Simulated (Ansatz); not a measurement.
# Worked example: HBO, singlet against HBO, triplet

Geometry (PBE0/def2-TZVP stationary point of a triplet), kept for both states (HBO, triplet: A'; HBO, singlet: A'):

```xyz
3

B     0.0000   -0.2038    0.7317
O     0.0000    0.0840   -0.5793
H     0.0000    0.8523    1.3474
```

Basis 6-31G; Ansatz 0.2.0. Correlated methods freeze the noble-gas cores. Prefix R: restricted or restricted open-shell reference; prefix U: unrestricted.

Full CI is exact within this basis and frozen core; it isn't the basis-set limit. The frozen core follows each run's orbitals, which can shift R against U totals by a few meV.

Unrestricted rows (U, and Kohn–Sham where it breaks symmetry) aren't spin-pure: their determinants' ⟨S²⟩ exceeds S(S+1) by up to 0.72, so they mix in states of higher spin.

```csv
level,"E(HBO, triplet) (hartree)","E(HBO, singlet) (hartree)"
UHF,-99.998615,-100.045079
UMP2,-100.122317,-100.195024
UCCSD(T)*,-100.146699,-100.252592
PBE,-100.382213,-100.488901
r2SCAN,-100.451889,-100.544138
full CI,-100.148262,-100.257624
```

**Question.** Give the vertical gap, HBO singlet less HBO triplet, at each level in eV (1 hartree = 27.2114 eV), and each error against full CI.

**Answer.** full CI: (-100.257624 − (-100.148262)) × 27.2114 = -2.976 eV (the reference)
r2SCAN: (-100.544138 − (-100.451889)) × 27.2114 = -2.510 eV, error 0.466 eV
PBE: (-100.488901 − (-100.382213)) × 27.2114 = -2.903 eV, error 0.073 eV
UCCSD(T): (-100.252592 − (-100.146699)) × 27.2114 = -2.881 eV, error 0.095 eV
UMP2: (-100.195024 − (-100.122317)) × 27.2114 = -1.978 eV, error 0.998 eV
UHF: (-100.045079 − (-99.998615)) × 27.2114 = -1.264 eV, error 1.712 eV

Total energies of functionals can't be set beside those of wave-function methods, since they hold the core's correlation and their own absolute errors; only the differences compare.

The set has no polarisation functions, so the order and spacing of states can differ from the basis-set limit.

In so small a basis the reference is far from its limit while semilocal and hybrid functionals are nearer theirs, so the functionals' errors here hold much of the reference's basis and frozen-core error, which can add to them or hide them.

Each level lands on the state that its own search finds. T1 diagnostics of restricted CCSD: 0.039 and 0.038.

An asterisk marks runs whose energy the program itself flagged as in doubt.
